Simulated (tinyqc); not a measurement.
Worked calculation: UKS/LDA (PW92) in the sto-3g basis, for BH2, spin multiplicity 2. One step of it, computed by the program tinyqc.

Task: Iteration 1: building the Kohn-Sham matrix. J_ij = sum D_kl (ij|kl) with D = D(alpha) + D(beta); F = H + J + V_xc; E = tr D H + tr D J / 2 + E_xc + E_nn.

D(alpha) at the start, order 1B 1s, 1B 2s, 1B 2px, 1B 2py, 1B 2pz, 2H 1s, 3H 1s:
```
[[1.013021, -0.075311, 0.000000, 0.004619, -0.085578, -0.081648, -0.074041],
 [-0.075311, 0.390998, 0.000000, -0.016051, 0.252084, 0.195885, 0.181181],
 [0.000000, 0.000000, 1.000000, 0.000000, 0.000000, 0.000000, 0.000000],
 [0.004619, -0.016051, 0.000000, 0.645240, -0.027635, 0.197539, -0.198438],
 [-0.085578, 0.252084, 0.000000, -0.027635, 0.164357, 0.122422, 0.123366],
 [-0.081648, 0.195885, 0.000000, 0.197539, 0.122422, 0.165678, 0.031573],
 [-0.074041, 0.181181, 0.000000, -0.198438, 0.123366, 0.031573, 0.142051]]
```

D(beta) at the start, order 1B 1s, 1B 2s, 1B 2px, 1B 2py, 1B 2pz, 2H 1s, 3H 1s:
```
[[1.013021, -0.075311, 0.000000, 0.004619, -0.085578, -0.081648, -0.074041],
 [-0.075311, 0.390998, 0.000000, -0.016051, 0.252084, 0.195885, 0.181181],
 [0.000000, 0.000000, 0.000000, 0.000000, 0.000000, 0.000000, 0.000000],
 [0.004619, -0.016051, 0.000000, 0.645240, -0.027635, 0.197539, -0.198438],
 [-0.085578, 0.252084, 0.000000, -0.027635, 0.164357, 0.122422, 0.123366],
 [-0.081648, 0.195885, 0.000000, 0.197539, 0.122422, 0.165678, 0.031573],
 [-0.074041, 0.181181, 0.000000, -0.198438, 0.123366, 0.031573, 0.142051]]
```

core Hamiltonian H = T + V (hartree), order 1B 1s, 1B 2s, 1B 2px, 1B 2py, 1B 2pz, 2H 1s, 3H 1s:
```
[[-12.978865, -3.364488, 0.000000, -0.001019, -0.009268, -0.364022, -0.298159],
 [-3.364488, -4.066059, 0.000000, -0.008900, -0.091278, -1.054123, -0.915280],
 [0.000000, 0.000000, -3.228049, 0.000000, 0.000000, 0.000000, 0.000000],
 [-0.001019, -0.008900, 0.000000, -3.329245, -0.003585, -0.954317, 0.848397],
 [-0.009268, -0.091278, 0.000000, -0.003585, -3.254546, -0.498548, -0.443170],
 [-0.364022, -1.054123, 0.000000, -0.954317, -0.498548, -2.336779, -0.089624],
 [-0.298159, -0.915280, 0.000000, 0.848397, -0.443170, -0.089624, -2.245981]]
```

Two-electron integrals (ij|kl) in chemists' order, unique and non-zero (hartree):
```
(11|11) 2.923513    (21|11) 0.518376    (21|21) 0.109262    (22|11) 0.744229
(22|21) 0.193177    (22|22) 0.544804    (31|31) 0.020264    (32|31) 0.029996
(32|32) 0.120346    (33|11) 0.742491    (33|21) 0.193240    (33|22) 0.544682
(33|33) 0.586773    (41|41) 0.020264    (42|41) 0.029996    (42|42) 0.120346
(43|43) 0.031630    (44|11) 0.742491    (44|21) 0.193240    (44|22) 0.544682
(44|33) 0.523513    (44|44) 0.586773    (51|51) 0.020264    (52|51) 0.029996
(52|52) 0.120346    (53|53) 0.031630    (54|54) 0.031630    (55|11) 0.742491
(55|21) 0.193240    (55|22) 0.544682    (55|33) 0.523513    (55|44) 0.523513
(55|55) 0.586773    (61|11) 0.055061    (61|21) 0.011569    (61|22) 0.020545
(61|33) 0.020458    (61|41) 0.000715    (61|42) 0.001335    (61|44) 0.020674
(61|51) 0.000366    (61|52) 0.000683    (61|54) 0.000111    (61|55) 0.020514
(61|61) 0.001260    (62|11) 0.158952    (62|21) 0.042051    (62|22) 0.134095
(62|33) 0.130056    (62|41) 0.004060    (62|42) 0.026794    (62|44) 0.139549
(62|51) 0.002078    (62|52) 0.013714    (62|54) 0.004859    (62|55) 0.132543
(62|61) 0.004748    (62|62) 0.049916    (63|31) 0.003805    (63|32) 0.018721
(63|43) 0.004739    (63|53) 0.002426    (63|63) 0.004830    (64|11) 0.142913
(64|21) 0.038255    (64|22) 0.128576    (64|33) 0.121980    (64|41) 0.006872
(64|42) 0.041526    (64|44) 0.139508    (64|51) 0.001570    (64|52) 0.011672
(64|54) 0.006546    (64|55) 0.124089    (64|61) 0.004480    (64|62) 0.055622
(64|64) 0.065545    (65|11) 0.073149    (65|21) 0.019580    (65|22) 0.065811
(65|33) 0.062435    (65|41) 0.001570    (65|42) 0.011672    (65|44) 0.066555
(65|51) 0.004608    (65|52) 0.024696    (65|54) 0.006848    (65|55) 0.068366
(65|61) 0.002293    (65|62) 0.028470    (65|64) 0.031076    (65|65) 0.020737
(66|11) 0.337003    (66|21) 0.090671    (66|22) 0.328343    (66|33) 0.310606
(66|41) 0.009256    (66|42) 0.083845    (66|44) 0.352381    (66|51) 0.004738
(66|52) 0.042916    (66|54) 0.021383    (66|55) 0.321550    (66|61) 0.010325
(66|62) 0.166560    (66|64) 0.199966    (66|65) 0.102352    (66|66) 0.774606
(71|11) 0.045121    (71|21) 0.009479    (71|22) 0.016830    (71|33) 0.016762
(71|41) -0.000588   (71|42) -0.001094   (71|44) 0.016932    (71|51) 0.000301
(71|52) 0.000560    (71|54) -0.000087   (71|55) 0.016806    (71|61) 0.000988
(71|62) 0.003553    (71|64) 0.003114    (71|65) 0.001728    (71|66) 0.007651
(71|71) 0.000846    (72|11) 0.136635    (72|21) 0.036178    (72|22) 0.116193
(72|33) 0.112671    (72|41) -0.003478   (72|42) -0.023399   (72|44) 0.120947
(72|51) 0.001779    (72|52) 0.011969    (72|54) -0.004234   (72|55) 0.114837
(72|61) 0.003732    (72|62) 0.025785    (72|64) 0.022174    (72|65) 0.014470
(72|66) 0.063726    (72|71) 0.003346    (72|72) 0.038603    (73|31) 0.003179
(73|32) 0.015852    (73|43) -0.004086   (73|53) 0.002090    (73|63) 0.002115
(73|73) 0.003599    (74|11) -0.125606   (74|21) -0.033636   (74|22) -0.113755
(74|33) -0.108019   (74|41) 0.005823    (74|42) 0.035963    (74|44) -0.123246
(74|51) -0.001352   (74|52) -0.010287   (74|54) 0.005699    (74|55) -0.109865
(74|61) -0.003352   (74|62) -0.022829   (74|64) -0.018366   (74|65) -0.012618
(74|66) -0.056100   (74|71) -0.003217   (74|72) -0.043798   (74|74) 0.052276
(75|11) 0.064252    (75|21) 0.017206    (75|22) 0.058189    (75|33) 0.055256
(75|41) -0.001352   (75|42) -0.010287   (75|44) 0.058864    (75|51) 0.003871
(75|52) 0.021115    (75|54) -0.005932   (75|55) 0.060380    (75|61) 0.001851
(75|62) 0.014692    (75|64) 0.012488    (75|65) 0.010175    (75|66) 0.037526
(75|71) 0.001645    (75|72) 0.022404    (75|74) -0.024900   (75|75) 0.016336
(76|11) 0.012349    (76|21) 0.003267    (76|22) 0.010503    (76|33) 0.010217
(76|41) -0.000008   (76|42) -0.000068   (76|44) 0.010511    (76|51) 0.000291
(76|52) 0.001937    (76|54) -0.000016   (76|55) 0.010771    (76|61) 0.000355
(76|62) 0.003115    (76|64) 0.003042    (76|65) 0.001956    (76|66) 0.008951
(76|71) 0.000292    (76|72) 0.002783    (76|74) -0.002800   (76|75) 0.001772
(76|76) 0.000270    (77|11) 0.318885    (77|21) 0.085822    (77|22) 0.312684
(77|33) 0.296555    (77|41) -0.008345   (77|42) -0.077514   (77|44) 0.334530
(77|51) 0.004269    (77|52) 0.039651    (77|54) -0.019426   (77|55) 0.306491
(77|61) 0.008856    (77|62) 0.070412    (77|64) 0.060466    (77|65) 0.040714
(77|66) 0.184538    (77|71) 0.007979    (77|72) 0.144200    (77|74) -0.175958
(77|75) 0.090008    (77|76) 0.008951    (77|77) 0.774606
```

nuclear repulsion = 3.47344952 hartree

V_xc(alpha) (hartree), order 1B 1s, 1B 2s, 1B 2px, 1B 2py, 1B 2pz, 2H 1s, 3H 1s:
```
[[-1.800230, -0.293689, 0.000000, 0.000047, -0.006171, -0.031603, -0.025912],
 [-0.293689, -0.483241, 0.000000, -0.001000, -0.059506, -0.128364, -0.110025],
 [0.000000, 0.000000, -0.501372, 0.000000, 0.000000, 0.000000, 0.000000],
 [0.000047, -0.001000, 0.000000, -0.509020, 0.000975, -0.127872, 0.111254],
 [-0.006171, -0.059506, 0.000000, 0.000975, -0.431092, -0.068972, -0.060095],
 [-0.031603, -0.128364, 0.000000, -0.127872, -0.068972, -0.379183, -0.009549],
 [-0.025912, -0.110025, 0.000000, 0.111254, -0.060095, -0.009549, -0.358227]]
```

V_xc(beta) (hartree), order 1B 1s, 1B 2s, 1B 2px, 1B 2py, 1B 2pz, 2H 1s, 3H 1s:
```
[[-1.786181, -0.282151, 0.000000, 0.000052, -0.007224, -0.030505, -0.025012],
 [-0.282151, -0.430913, 0.000000, -0.001044, -0.068500, -0.121815, -0.104541],
 [0.000000, 0.000000, -0.407576, 0.000000, 0.000000, 0.000000, 0.000000],
 [0.000052, -0.001044, 0.000000, -0.481533, 0.001144, -0.124713, 0.108557],
 [-0.007224, -0.068500, 0.000000, 0.001144, -0.395359, -0.068009, -0.059275],
 [-0.030505, -0.121815, 0.000000, -0.124713, -0.068009, -0.376904, -0.009042],
 [-0.025012, -0.104541, 0.000000, 0.108557, -0.059275, -0.009042, -0.356485]]
```

E_xc = sum of w rho eps_xc = -4.47079601 hartree

Give: Coulomb J; F(alpha); F(beta); total energy of this density.

Result:

Coulomb J (hartree), order 1B 1s, 1B 2s, 1B 2px, 1B 2py, 1B 2pz, 2H 1s, 3H 1s:
```
[[8.9699, 1.8570, 0.0000, 0.0007, 0.0353, 0.1984, 0.1625],
 [1.8570, 3.9317, 0.0000, 0.0074, 0.1957, 0.9929, 0.8555],
 [0.0000, 0.0000, 3.9068, 0.0000, 0.0000, 0.0000, 0.0000],
 [0.0007, 0.0074, 0.0000, 3.9929, -0.0001, 0.9582, -0.8402],
 [0.0353, 0.1957, 0.0000, -0.0001, 3.8829, 0.5134, 0.4504],
 [0.1984, 0.9929, 0.0000, 0.9582, 0.5134, 2.5698, 0.0777],
 [0.1625, 0.8555, 0.0000, -0.8402, 0.4504, 0.0777, 2.4278]]
```

F(alpha) (hartree), order 1B 1s, 1B 2s, 1B 2px, 1B 2py, 1B 2pz, 2H 1s, 3H 1s:
```
[[-5.8092, -1.8012, 0.0000, -0.0003, 0.0199, -0.1972, -0.1615],
 [-1.8012, -0.6176, 0.0000, -0.0025, 0.0450, -0.1896, -0.1698],
 [0.0000, 0.0000, 0.1774, 0.0000, 0.0000, 0.0000, 0.0000],
 [-0.0003, -0.0025, 0.0000, 0.1547, -0.0027, -0.1240, 0.1194],
 [0.0199, 0.0450, 0.0000, -0.0027, 0.1973, -0.0541, -0.0529],
 [-0.1972, -0.1896, 0.0000, -0.1240, -0.0541, -0.1462, -0.0215],
 [-0.1615, -0.1698, 0.0000, 0.1194, -0.0529, -0.0215, -0.1764]]
```

F(beta) (hartree), order 1B 1s, 1B 2s, 1B 2px, 1B 2py, 1B 2pz, 2H 1s, 3H 1s:
```
[[-5.7951, -1.7897, 0.0000, -0.0003, 0.0188, -0.1961, -0.1606],
 [-1.7897, -0.5653, 0.0000, -0.0025, 0.0360, -0.1830, -0.1643],
 [0.0000, 0.0000, 0.2712, 0.0000, 0.0000, 0.0000, 0.0000],
 [-0.0003, -0.0025, 0.0000, 0.1821, -0.0026, -0.1208, 0.1167],
 [0.0188, 0.0360, 0.0000, -0.0026, 0.2330, -0.0531, -0.0521],
 [-0.1961, -0.1830, 0.0000, -0.1208, -0.0531, -0.1439, -0.0210],
 [-0.1606, -0.1643, 0.0000, 0.1167, -0.0521, -0.0210, -0.1747]]
```

total energy of this density = -24.765763 hartree
